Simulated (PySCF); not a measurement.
# Simulated absorption spectrum

Compound: C₄H₆F (charge +1).
Z-matrix (Å and degrees, PBE0-D3(BJ)/def2-SVP geometry), rows numbered from 1:
```
C 
C   1  1.3712
C   2  1.3949  1  119.15
C   3  1.4529  2  123.61  1  -179.95
F   4  1.3401  3  113.64  2    -0.13
H   1  1.0966  2  121.60  3    -0.07
H   1  1.0962  2  121.20  3   179.93
H   2  1.0941  1  121.64  3  -179.94
H   3  1.0993  2  119.98  1     0.03
H   4  1.1162  3  107.73  2   124.10
H   4  1.1160  3  107.82  2  -124.41
```

Theory: PySCF, TDDFT wB97X-D/def2-SVPD, vertical, gas phase, core orbitals frozen in the response.

Computed states:

```json
{"state": "S1", "E (eV)": "4.98", "f": "0.0019"}
{"state": "S2", "E (eV)": "5.04", "f": "0.410"}
{"state": "S3", "E (eV)": "5.43", "f": "0.0000"}
{"state": "S4", "E (eV)": "6.05", "f": "0.090"}
{"state": "S5", "E (eV)": "6.86", "f": "0.0003"}
{"state": "S6", "E (eV)": "7.36", "f": "0.0036"}
{"state": "S7", "E (eV)": "9.21", "f": "0.0004"}
{"state": "S8", "E (eV)": "9.25", "f": "0.068"}
{"state": "S9", "E (eV)": "9.48", "f": "0.0009"}
{"state": "S10", "E (eV)": "9.52", "f": "0.040"}
```

Broadening: Gaussians 0.5 eV wide at half height, area fixed by f = 4.319×10⁻⁹ ∫ε dν̃. The width is an assumption, not a result. The curve ends short of the highest state used, and states not computed would add to its high-energy end.

Task: What does the envelope look like, and where are its maxima?

Result: 
E (eV), ε (L mol⁻¹ cm⁻¹) and a bar:
```
     4.23         14 
     4.32         67 
     4.40        224 
     4.49        740 #
     4.57       1841 ###
     4.66       4333 ######
     4.74       7977 ###########
     4.83      13378 ##################
     4.91      18218 #########################
     5.00      21763 ##############################
     5.08      21923 ##############################
     5.17      18656 ##########################
     5.25      13903 ###################
     5.34       8442 ############
     5.42       4699 ######
     5.51       2185 ###
     5.59       1260 ##
     5.68       1275 ##
     5.76       1929 ###
     5.85       3067 ####
     5.94       4198 ######
     6.02       4789 #######
     6.11       4691 ######
     6.19       3960 #####
     6.28       2763 ####
     6.36       1726 ##
     6.45        859 #
     6.53        400 #
     6.62        148 
     6.70         61 
     6.79         32 
     6.87         32 
     6.96         48 
     7.04         75 
     7.13        117 
     7.21        158 
     7.30        189 
     7.38        194 
     7.47        168 
     7.55        128 
     7.64         79 
     7.72         44 
     7.81         20 
     7.89          8 
     7.98          3 
     8.06          1 
     8.15          0 
     8.24          0 
     8.32          0 
     8.41          2 
     8.49          6 
     8.58         26 
     8.66         81 
     8.75        239 
     8.83        543 #
     8.92       1160 ##
```

Maxima: 246 nm (5.04 eV), ε about 22000, made up of S2 (100%); 205 nm (6.05 eV), ε about 4900, made up of S4 (100%); 169 nm (7.35 eV), ε about 200, made up of S6 (99%) (ε in L mol⁻¹ cm⁻¹; maxima over ε = 5, shares over 10%). At its high-energy end, 8.92 eV, the curve is still rising (ε about 1200, from S8).

Task: On this curve, what absorbance would a 10⁻⁵ mol/L sample give at 248 nm over a 1 cm path?

Result: 248 nm is 4.999 eV, where ε is about 22000 L mol⁻¹ cm⁻¹, so A = ε c l ≈ 0.22 (Beer–Lambert, with the gas-phase spectrum and the assumed width).

Task: Coming from long wavelengths, where does ε first pass 100 L mol⁻¹ cm⁻¹?

Result: At about 285 nm (4.35 eV), 0.63 eV below S1.

Task: What would ε be at 5.04 eV, the highest of these maxima, with half the width (0.25 eV)?

Result: About 44400 L mol⁻¹ cm⁻¹ against 22200, a factor of about 2.00; a lone state at its own centre would give exactly 2.

All these states lie below the vertical ionisation energy of 17.10 eV (ΔSCF).

One conformer stands for the species.
